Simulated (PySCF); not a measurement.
C₂H₃ClF₂, SMILES FC(F)CCl, point group C1.

Level: KT3/def2-SVP in PySCF (density fitting, grid level 1); geometry and Hessian at that level, cubic constants and property derivatives from steps of ±0.6 along each species' dimensionless normal coordinates, second-order vibrational perturbation theory. The parent has the commonest isotopes.

Equilibrium geometry (Å):

```json
{"atom": "F1", "x": "-1.5544", "y": "-0.7038", "z": "-0.5332"}
{"atom": "C2", "x": "-0.7310", "y": "0.1827", "z": "0.0913"}
{"atom": "F3", "x": "-0.9288", "y": "1.3996", "z": "-0.4633"}
{"atom": "C4", "x": "0.6916", "y": "-0.2775", "z": "-0.1296"}
{"atom": "Cl5", "x": "1.8433", "y": "0.7301", "z": "0.7681"}
{"atom": "H6", "x": "-1.0060", "y": "0.2328", "z": "1.1519"}
{"atom": "H7", "x": "0.9249", "y": "-0.2181", "z": "-1.1940"}
{"atom": "H8", "x": "0.7967", "y": "-1.3081", "z": "0.2105"}
```

(1) Give the equilibrium and ground-state rotational constants (MHz) of parent; ³⁷Cl at 5.

(2) How is the parent's vibrational correction B0 − Be made up?

(3) And its quartic centrifugal distortion constants from the harmonic force field?

(4) Which nuclear quadrupole couplings χaa, χbb, χcc (MHz) does the parent show, at equilibrium and averaged?

A mode lies under 250 cm⁻¹, where this perturbation treatment is rough. Internal rotors are held in one well.

Results:

(1) 
```
  species      Ae      Be      Ce      A0      B0      C0  Δ0 (u Å²)  harmonic ZPE (cm⁻¹)
   parent  9011.6  2177.6  1851.1  8944.6  2165.7  1839.6    -15.129                11334
³⁷Cl at 5  9010.1  2116.9  1807.1  8943.1  2105.5    1796    -15.146                11329
```

Δ0 = Ic − Ia − Ib from the ground-state constants.

(2) 
```tsv
axis	harmonic	Coriolis	cubic	total (MHz)
a	17.9	-13.5	-71.4	-67
b	2.85	-0.775	-13.9	-11.9
c	1.05	-0.586	-11.9	-11.5
```

(3) Asymmetric top, A reduction, Ir representation: ΔJ = 0.455 kHz, ΔJK = 7.46 kHz, ΔK = 2.55 kHz, δJ = 0.0757 kHz, δK = 4.05 kHz.

(4) 35Cl at 5: -47.3, 18.5, 28.8 and -47.0, 18.3, 28.7.
